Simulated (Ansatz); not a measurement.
Cartesian coordinates in Å:
```
C -1.2191 -1.3418 -0.2741
C -0.1170 -0.7236 0.1403
C 0.1711 0.6757 -0.0981
C 1.2554 1.3329 0.2959
F -0.7788 1.3277 -0.7872
H -1.3811 -2.3918 -0.0663
H -1.9848 -0.8148 -0.8300
H 0.6447 -1.2599 0.6967
H 1.3864 2.3825 0.0717
H 2.0231 0.8131 0.8510
```

The species carries charge 0 and has multiplicity 1.

**Question.** List the PBE/def2-TZVPP orbital energies in eV (Ansatz). (An estimate is asked.)

**Answer.** The calculation gave: Occupied: -660.37, -271.30, -269.41, -269.12, -268.94, -30.71, -20.19, -18.59, -15.44, -14.25, -12.50, -12.01, -11.22, -10.84, -9.84, -9.37, -8.65, -7.75, -5.97. Lowest empty: -2.01, 0.76, 0.81, 1.56, 1.94, 2.11, 2.99, 3.32.
